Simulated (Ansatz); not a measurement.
**Si2H6 (singlet): wave-function methods side by side at distance Si1–H5 along a hydrogen transfer = 1.984 Å, cc-pVDZ**

How much of the correlation energy of Si2H6 (singlet) does each wave-function method recover here?

Program: Ansatz 0.2.0, Gaussian basis. Level of theory: cc-pVDZ, core rule «outside noble gas», up to 10 orbitals frozen. These are calculated values, not measurements.

Plan: UHF; CCSD(T) on RHF; CCSD(T) on UHF; BCCD(T) on RHF; CISD; CCSDT(Q) on RHF; CASSCF and NEVPT2, 2 electrons in 2 orbitals; CASSCF and NEVPT2, 8 electrons in 8 orbitals.

7 further runs of the same task are left out: 1 for a known fault of the program, 5 that didn't finish, 1 set aside as unsound or not needed.

## Step 1: The geometry

The geometry derives from fragments relaxed apart (PBE0/def2-TZVP) and kept rigid, so it is no stationary point. A hydrogen atom is moved between rigid fragments.

8 atoms, charge 0, spin multiplicity 1.

Atoms are counted from 1 here; the program's logs count them from 0.

Bond lengths: Si1–H2 1.485 Å, Si1–H3 1.485 Å, Si1–H4 1.485 Å, Si6–H7 1.526 Å, Si6–H8 1.526 Å. Angles: H2–Si1–H3 109.5°, H2–Si1–H4 109.5°, H3–Si1–H4 109.5°, H7–Si6–H8 91.2°.

In the tables R marks a restricted determinant and U an unrestricted one; 'frontier' is the active space of 8 electrons in 8 orbitals; 'pair' is the active space of 2 electrons in 2 orbitals; energies count from the table's Hartree-Fock row.

## Step 2: UHF

Input file in.yaml:

```yaml
crystal:
  periodic: [false, false, false]
  atoms:
    - {symbol: Si, position_ang: [-1.865881, 0.028327, 0.000001]}
    - {symbol: H, position_ang: [-2.360753, 1.428035, 0.000001]}
    - {symbol: H, position_ang: [-2.360752, -0.671527, 1.212184]}
    - {symbol: H, position_ang: [-2.360753, -0.671527, -1.212182]}
    - {symbol: H, position_ang: [0.118119, 0.028327, 0.000000]}
    - {symbol: Si, position_ang: [1.933119, 0.028327, -0.000001]}
    - {symbol: H, position_ang: [2.545300, -0.845957, 1.090012]}
    - {symbol: H, position_ang: [2.545299, -0.845957, -1.090013]}
basis:
  gaussian: {orbitals: cc-pVDZ}
magnetization: {spin_polarized: true, initial_magnetization: 0}
hamiltonian: {xc: hf}
output: {orbitals: {seedname: orbitals}}
```

The run is started by

```console
$ ansatz run in.yaml --threads 1 --pin off --events-out ev --progress --plain --max-ram 2393MiB
```

Log:

```text
Functional definition: HF
  name "HF"
  cite "Fock, Z. Phys. 61, 126 (1930) doi:10.1007/BF01340294"
  parent pbe
  exchange = exact_x
  correlation = 0
626 factors; integrals over basis functions are off by at most 1.5e-3 eV
mean field evaluation 1: about -15814.4159 eV, gradient 8.8e0 eV
mean field evaluation 2: about -15814.4183 eV, gradient 8.8e0 eV
mean field evaluation 4: about -15815.4065 eV, gradient 8.4e-1 eV
mean field evaluation 8: about -15815.4164 eV, gradient 4.2e-3 eV
mean field evaluation 16: about -15815.7975 eV, gradient 6.7e-3 eV
mean field evaluation 32: about -15814.0872 eV, gradient 2.8e0 eV
mean field evaluation 64: about -15815.4164 eV, gradient 1.5e-4 eV
mean field -15815.79747877 eV, -581.2198370124 hartree, gradient 2.1e-5 eV, S^2 0.733068; 3 other end points of the search recorded, 0 dependent functions left out
reference -15815.79747877 eV, -581.2198370124 hartree; 17, 17 occupied and 49, 49 virtual orbitals, 626 factors
Total energy: -15815.79747877 eV, -581.2198370124 hartree
```

Run time: 1.8 s. Hardware: 1 thread of Arm Neoverse V1, shared host.

From the report: ⟨S²⟩ of the determinant 0.733 (pure singlet: 0.00). The determinant is far from a pure spin state, so its energy mixes those of several spin states (harmless only where they are near-degenerate, as at dissociation).

The unrestricted solution breaks the spin symmetry, so the restricted determinant is unstable here.

## Step 3: CCSD(T) on RHF

in.yaml, as its differences from that of step 2:

```diff
@@ -13,4 +13,3 @@
   gaussian: {orbitals: cc-pVDZ}
-magnetization: {spin_polarized: true, initial_magnetization: 0}
-hamiltonian: {xc: hf}
-output: {orbitals: {seedname: orbitals}}
+magnetization: {spin_polarized: false}
+correlation: {method: ccsd_t, electrons: outside_noble_gas}
```

The command is unchanged.

Log, shortened:

```text
Functional definition: HF
  name "HF"
  cite "Fock, Z. Phys. 61, 126 (1930) doi:10.1007/BF01340294"
  parent pbe
[...]
626 factors; integrals over basis functions are off by at most 1.5e-3 eV
[...]
mean field -15815.41639848 eV, -581.2058325700 hartree, gradient 3.0e-6 eV, S^2 0.000000; 0 other end points of the search recorded, 0 dependent functions left out; unrestricted orbitals would lower it
10 core orbitals not correlated: weight in the atoms' cores, before any rotation towards them, 1.000 or more for the frozen orbitals, at most 0.000 for the correlated occupied ones
reference -15815.41639848 eV, -581.2058325700 hartree; 7, 7 occupied and 49, 49 virtual orbitals, 626 factors
second order -6.01187250 eV of doubles, -0.00000000 eV of singles
cycle   1  -7.10200478 eV  change    -1.1e0 eV  update   9.4e-2
[...]
cycle  12  -7.59491243 eV  change   -2.3e-6 eV  update   1.0e-5
perturbative correction -0.23335625 eV, -0.0085756839 hartree
Total energy: -15823.24466716 eV, -581.4935161377 hartree
```

It took 1.3 s on 1 thread of Arm Neoverse V1, shared host.

From the report: correlation -7.8283 eV; T1 0.023; largest double amplitude 0.17.

## Step 4: CCSD(T) on UHF

in.yaml, as its differences from that of step 3:

```diff
@@ -13,3 +13,3 @@
   gaussian: {orbitals: cc-pVDZ}
-magnetization: {spin_polarized: false}
+magnetization: {spin_polarized: true, initial_magnetization: 0}
 correlation: {method: ccsd_t, electrons: outside_noble_gas}
```

The command is unchanged.

Log, shortened:

```text
Functional definition: HF
  name "HF"
  cite "Fock, Z. Phys. 61, 126 (1930) doi:10.1007/BF01340294"
  parent pbe
[...]
626 factors; integrals over basis functions are off by at most 1.5e-3 eV
[...]
mean field -15815.79747878 eV, -581.2198370124 hartree, gradient 4.3e-6 eV, S^2 0.733068; 7 other end points of the search recorded, 0 dependent functions left out
determinant -15815.79747878 eV, -581.2198370124 hartree, with singles and doubles -15822.91130578 eV, -581.4812653330 hartree
determinant -15814.05387881 eV, -581.1557608957 hartree, with singles and doubles -15821.60776656 eV, -581.4333611502 hartree
determinant -15815.41639848 eV, -581.2058325700 hartree, with singles and doubles -15823.01100955 eV, -581.4849293787 hartree
10 core orbitals not correlated: weight in the atoms' cores, before any rotation towards them, 1.000 or more for the frozen orbitals, at most 0.000 for the correlated occupied ones
reference -15815.79747878 eV, -581.2198370124 hartree; 7, 7 occupied and 49, 49 virtual orbitals, 626 factors
second order -5.49441459 eV of doubles, -0.00000000 eV of singles
cycle   1  -7.11660981 eV  change   -2.8e-3 eV  update   8.9e-3
[...]
cycle  12  -7.15655108 eV  change   -8.6e-7 eV  update   1.1e-5
perturbative correction -0.21707336 eV, -0.0079772988 hartree
Total energy: -15823.17110321 eV, -581.4908127125 hartree
```

Run time: 10 s. Hardware: 1 thread of Arm Neoverse V1, shared host.

From the report: ⟨S²⟩ of the determinant 0.733 (pure singlet: 0.00); correlation -7.3736 eV; T1 0.059; largest double amplitude 0.14. The determinant is far from a pure spin state, so its energy mixes those of several spin states (harmless only where they are near-degenerate, as at dissociation).

## Step 5: BCCD(T) on RHF

in.yaml, as its differences from that of step 4:

```diff
@@ -13,3 +13,3 @@
   gaussian: {orbitals: cc-pVDZ}
-magnetization: {spin_polarized: true, initial_magnetization: 0}
-correlation: {method: ccsd_t, electrons: outside_noble_gas}
+magnetization: {spin_polarized: false}
+correlation: {method: bccd_t, electrons: outside_noble_gas}
```

Launched as before.

Log, shortened:

```text
Functional definition: HF
  name "HF"
  cite "Fock, Z. Phys. 61, 126 (1930) doi:10.1007/BF01340294"
  parent pbe
[...]
626 factors; integrals over basis functions are off by at most 1.5e-3 eV
[...]
mean field -15815.41639848 eV, -581.2058325700 hartree, gradient 3.0e-6 eV, S^2 0.000000; 0 other end points of the search recorded, 0 dependent functions left out; unrestricted orbitals would lower it
10 core orbitals not correlated: weight in the atoms' cores, before any rotation towards them, 1.000 or more for the frozen orbitals, at most 0.000 for the correlated occupied ones
reference -15815.41639848 eV, -581.2058325700 hartree; 7, 7 occupied and 49, 49 virtual orbitals, 626 factors
second order -6.01187250 eV of doubles, -0.00000000 eV of singles
cycle   1  -7.12219062 eV  change    -1.1e0 eV  update   9.4e-2
[...]
cycle  12  -7.58274966 eV  change   -5.7e-6 eV  update   1.1e-5
perturbative correction -0.24603853 eV, -0.0090417492 hartree
Total energy: -15823.24518668 eV, -581.4935352295 hartree
```

Wall time 1.8 s (1 thread of Arm Neoverse V1, shared host).

From the report: correlation -7.8288 eV; largest double amplitude 0.17.

## Step 6: CISD

in.yaml, as its differences from that of step 5:

```diff
@@ -13,3 +13,2 @@
   gaussian: {orbitals: cc-pVDZ}
-magnetization: {spin_polarized: false}
-correlation: {method: bccd_t, electrons: outside_noble_gas}
+correlation: {active_space: {ras: {orbitals: [7, 0, 49], electrons: 14, max_holes: 2, max_particles: 2}, fixed_orbitals: true}}
```

Same command.

Log:

```text
Functional definition: HF
  name "HF"
  cite "Fock, Z. Phys. 61, 126 (1930) doi:10.1007/BF01340294"
  parent pbe
  exchange = exact_x
  correlation = 0
626 factors; integrals over basis functions are off by at most 1.5e-3 eV
mean field evaluation 1: about -15814.4159 eV, gradient 1.2e1 eV
mean field evaluation 2: about -15814.4183 eV, gradient 1.2e1 eV
mean field evaluation 4: about -15815.4065 eV, gradient 1.2e0 eV
mean field evaluation 8: about -15815.4164 eV, gradient 2.4e-3 eV
mean field -15815.41639848 eV, -581.2058325700 hartree, gradient 3.0e-6 eV, S^2 0.000000; 0 other end points of the search recorded, 0 dependent functions left out
reference -15815.41639848 eV, -581.2058325700 hartree; 17, 17 occupied and 49, 49 virtual orbitals, 626 factors
state -15822.12821808 eV, -581.4524873909 hartree
Total energy: -15822.12821808 eV, -581.4524873909 hartree
```

Run time: 2.6 s. Hardware: 1 thread of Arm Neoverse V1, shared host.

From the report: 84,724 determinants.

## Step 7: CCSDT(Q) on RHF

in.yaml, as its differences from that of step 6:

```diff
@@ -13,2 +13,3 @@
   gaussian: {orbitals: cc-pVDZ}
-correlation: {active_space: {ras: {orbitals: [7, 0, 49], electrons: 14, max_holes: 2, max_particles: 2}, fixed_orbitals: true}}
+magnetization: {spin_polarized: false}
+correlation: {method: ccsdt_q, electrons: outside_noble_gas}
```

Launched as before.

Log, shortened:

```text
Functional definition: HF
  name "HF"
  cite "Fock, Z. Phys. 61, 126 (1930) doi:10.1007/BF01340294"
  parent pbe
[...]
1267 factors; integrals over basis functions are off by at most 2.5e-7 eV
[...]
mean field -15815.41645129 eV, -581.2058345105 hartree, gradient 3.1e-6 eV, S^2 0.000000; 0 other end points of the search recorded, 0 dependent functions left out; unrestricted orbitals would lower it
10 core orbitals not correlated: weight in the atoms' cores, before any rotation towards them, 1.000 or more for the frozen orbitals, at most 0.000 for the correlated occupied ones
reference -15815.41645129 eV, -581.2058345105 hartree; 7, 7 occupied and 49, 49 virtual orbitals, 1267 factors
second order -6.01195546 eV of doubles, -0.00000000 eV of singles
cycle   1  -7.10199996 eV  change    -1.1e0 eV  update   1.0e-1
[...]
cycle  20  -7.88502128 eV  change   -7.9e-7 eV  update   2.7e-7
perturbative correction -0.01436670 eV, -0.0005279663 hartree
Total energy: -15823.31583926 eV, -581.4961316640 hartree
```

Wall time 56 s (1 thread of Arm Neoverse V1, shared host); peak memory 0.6 GiB.

From the report: correlation -7.8994 eV; T1 0.026; largest double amplitude 0.23.

## Step 8: CASSCF and NEVPT2, 2 electrons in 2 orbitals

in.yaml, as its differences from that of step 7:

```diff
@@ -13,3 +13,2 @@
   gaussian: {orbitals: cc-pVDZ}
-magnetization: {spin_polarized: false}
-correlation: {method: ccsdt_q, electrons: outside_noble_gas}
+correlation: {method: sc_nevpt2, electrons: outside_noble_gas, active_space: {window: {electrons: 2, orbitals: 2}}}
```

Launched as before.

Log:

```text
Functional definition: HF
  name "HF"
  cite "Fock, Z. Phys. 61, 126 (1930) doi:10.1007/BF01340294"
  parent pbe
  exchange = exact_x
  correlation = 0
626 factors; integrals over basis functions are off by at most 1.5e-3 eV
mean field evaluation 1: about -15814.4159 eV, gradient 1.2e1 eV
mean field evaluation 2: about -15814.4183 eV, gradient 1.2e1 eV
mean field evaluation 4: about -15815.4065 eV, gradient 1.2e0 eV
mean field evaluation 8: about -15815.4164 eV, gradient 2.4e-3 eV
mean field -15815.41639848 eV, -581.2058325700 hartree, gradient 3.0e-6 eV, S^2 0.000000; 0 other end points of the search recorded, 0 dependent functions left out; unrestricted orbitals would lower it
reference -15815.41639848 eV, -581.2058325700 hartree; 17, 17 occupied and 49, 49 virtual orbitals, 626 factors
state -15816.05217143 eV, -581.2291967948 hartree
state -15816.05217143 eV, -581.2291967948 hartree; corrected -15821.67929854 eV, -581.4359899018 hartree
Total energy: -15821.67929854 eV, -581.4359899018 hartree
```

Wall time 1.5 s (1 thread of Arm Neoverse V1, shared host).

From the report: 4 determinants; active occupations 1.83, 0.17.

## Step 9: CASSCF and NEVPT2, 8 electrons in 8 orbitals

in.yaml, as its differences from that of step 8:

```diff
@@ -13,2 +13,2 @@
   gaussian: {orbitals: cc-pVDZ}
-correlation: {method: sc_nevpt2, electrons: outside_noble_gas, active_space: {window: {electrons: 2, orbitals: 2}}}
+correlation: {method: sc_nevpt2, electrons: outside_noble_gas, active_space: {window: {electrons: 8, orbitals: 8}}}
```

Launched as before.

Log:

```text
Functional definition: HF
  name "HF"
  cite "Fock, Z. Phys. 61, 126 (1930) doi:10.1007/BF01340294"
  parent pbe
  exchange = exact_x
  correlation = 0
626 factors; integrals over basis functions are off by at most 1.5e-3 eV
mean field evaluation 1: about -15814.4159 eV, gradient 1.2e1 eV
mean field evaluation 2: about -15814.4183 eV, gradient 1.2e1 eV
mean field evaluation 4: about -15815.4065 eV, gradient 1.2e0 eV
mean field evaluation 8: about -15815.4164 eV, gradient 2.4e-3 eV
mean field -15815.41639848 eV, -581.2058325700 hartree, gradient 3.0e-6 eV, S^2 0.000000; 0 other end points of the search recorded, 0 dependent functions left out; unrestricted orbitals would lower it
reference -15815.41639848 eV, -581.2058325700 hartree; 17, 17 occupied and 49, 49 virtual orbitals, 626 factors
state -15817.47124521 eV, -581.2813467945 hartree
state -15817.47124521 eV, -581.2813467945 hartree; corrected -15821.77841347 eV, -581.4396323085 hartree
Total energy: -15821.77841347 eV, -581.4396323085 hartree
```

It took 11 s on 1 thread of Arm Neoverse V1, shared host.

From the report: 2,500 determinants; active occupations 1.98, 1.97, 1.97, 1.82, 0.17, 0.03, 0.03, 0.02.

## Step 10: The ladder

No level here is safe as a reference; RCCSDT(Q) serves as a yardstick only. Rows without a time come out of other runs: HF, MP2 and CCSD of CCSD(T), CCSDT of CCSDT(Q), CASSCF and MRCISD of the multireference runs.

Differences are taken before rounding.

```csv
method,energy from the lowest RHF (meV),from RCCSDT(Q) (meV),time
RHF,0.0,+7899.4,
UHF,-381.1,+7518.4,
RMP2,-6011.9,+1887.6,
UMP2,-5875.5,+2023.9,
CISD,-6711.8,+1187.6,2.6 s
RCCSD,-7594.9,+304.5,
UCCSD,-7537.6,+361.8,
RCCSD(T),-7828.3,+71.2,1.3 s
UCCSD(T),-7754.7,+144.7,10 s
BCCD(T),-7828.8,+70.7,1.8 s
RCCSDT,-7885.1,+14.4,
RCCSDT(Q),-7899.4,0,56 s
CASSCF pair,-635.8,+7263.7,
NEVPT2 pair,-6262.9,+1636.5,1.5 s
CASSCF frontier,-2054.8,+5844.6,
NEVPT2 frontier,-6362.0,+1537.4,11 s
```

Among the levels timed on like hardware and quicker than the yardstick, those that no quicker one beats, quickest first: RCCSD(T) (1.3 s, +71.2 meV); BCCD(T) (1.8 s, +70.7 meV).

## Step 11: Outcome

| quantity | value |
| --- | --- |
| RCCSDT(Q) below the RHF energy | -7.8994 eV |
| RMP2 from RCCSDT(Q) | +1887.6 meV |
| UMP2 from RCCSDT(Q) | +2023.9 meV |
| RCCSD from RCCSDT(Q) | +304.5 meV |
| RCCSD(T) from RCCSDT(Q) | +71.2 meV |
| UCCSD(T) from RCCSDT(Q) | +144.7 meV |
| NEVPT2 pair from RCCSDT(Q) | +1636.5 meV |
| NEVPT2 frontier from RCCSDT(Q) | +1537.4 meV |
| T1 diagnostic | 0.023 |

RCCSD(T) lands +71.2 meV from the yardstick (0.9 % of the correlation energy). CCSD(T) misses by +71.2 meV on the restricted determinant and by +144.7 meV on the unrestricted one; the two need not hold the same state or core. Warnings: restricted reference is unstable; spin contamination; large T1 diagnostic.
